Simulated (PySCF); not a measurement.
AlO, optimised at B3LYP/6-31G*:

```xyz
2

Al     0.0037    -0.6047     0.5542
O     -0.0037     0.6047    -0.5542
```

Computed with PySCF (xtb for GFN2) and rigid-rotor harmonic-oscillator thermochemistry at 1 bar. 6-31G* has spherical d functions here. Open shells (unrestricted): AlO (multiplicity 2). GFN2 has no spin-polarisation term. B3LYP is the form with VWN-RPA correlation.

Q: List the harmonic frequencies (cm⁻¹, unscaled) at this level and at the other levels, each on its own geometry.

A: 
- B3LYP/6-31G*: 945
- GFN2-xTB: 1107
- PBE/def2-SVP: 960
- PBE0/def2-TZVP: 968
